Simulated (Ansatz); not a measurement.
**CH₃BSi (SMILES B1=C[SiH2]1): one structure at several levels**

The task here is to estimate one member of a computed series from the others.

Program: Ansatz 0.2.0, Gaussian basis. Level of theory: single points in def2-TZVPP. These are calculated values, not measurements.

Cores are frozen in the correlated methods.

## The system as given

SMILES `B1=C[SiH2]1`, 6 atoms, charge 0, spin multiplicity 1.

Atoms are counted from 1 here; the program's logs count them from 0.

Bond lengths: B1–C2 1.327 Å, B1–Si3 1.805 Å, C2–H4 1.098 Å, Si3–H5 1.473 Å, Si3–H6 1.458 Å. Angles: C2–B1–Si3 83.9°, B1–C2–H4 174.9°, B1–Si3–H5 119.5°, B1–Si3–H6 123.8°, H5–Si3–H6 113.4°.

As a file:

```mol
CH3BSi
  3D, bonds by distance, orders not assigned

  6  5  0  0  0  0  0  0  0  0999 V2000
   -1.2605   -0.5666   -0.0361 B   0  0
   -0.1593   -1.3051    0.0263 C   0  0
   -0.1016    0.8175   -0.0195 Si  0  0
    0.7000   -1.9878    0.0379 H   0  0
    0.2910    1.4489   -1.2915 H   0  0
    0.1341    1.6641    1.1438 H   0  0
  1  2  8  0
  1  3  8  0
  2  4  8  0
  3  5  8  0
  3  6  8  0
M  END
```

The first run:

run/in.yaml

```yaml
crystal:
  periodic: [false, false, false]
  atoms:
    - {symbol: B, position_ang: [-1.260522, -0.566564, -0.036110]}
    - {symbol: C, position_ang: [-0.159268, -1.305071, 0.026342]}
    - {symbol: Si, position_ang: [-0.101611, 0.817492, -0.019537]}
    - {symbol: H, position_ang: [0.699988, -1.987820, 0.037932]}
    - {symbol: H, position_ang: [0.290988, 1.448878, -1.291462]}
    - {symbol: H, position_ang: [0.134120, 1.664142, 1.143845]}
basis:
  gaussian: {orbitals: def2-TZVPP}
hamiltonian: {xc: pbe, dispersion: d4}
output: {forces: true}
```

On the command line:

```bash
ansatz run in.yaml --threads 2 --pin off --events-out ev --progress --plain --max-ram 3481MiB
```

Steps of the session up to this table: PBE-D4/def2-TZVPP; r2SCAN-D4/def2-TZVPP; PBE0-D4/def2-TZVPP; wB97M-V/def2-TZVPP; CCSD(T)/def2-TZVPP.

One of the session's tables, all rows but one given; the rest of the session is left out.

```
   method  RMS force component (eV/Å)  angle to CCSD(T) forces (°)  dipole (D)
   PBE-D4                           ?                            ?           ?
r2SCAN-D4                       0.708                         10.6        1.67
  PBE0-D4                       0.675                         14.7        1.70
  wB97M-V                       0.613                         17.3        1.79
  CCSD(T)                       0.882                    reference        1.79
```

Q: Estimate the row for PBE-D4 from the others.

The run gave: RMS force component (eV/Å): 0.775; angle to CCSD(T) forces (°): 9.5; dipole (D): 1.60. In the column «RMS force component (eV/Å)» it lies between r2SCAN-D4 (0.708) and CCSD(T) (0.882).
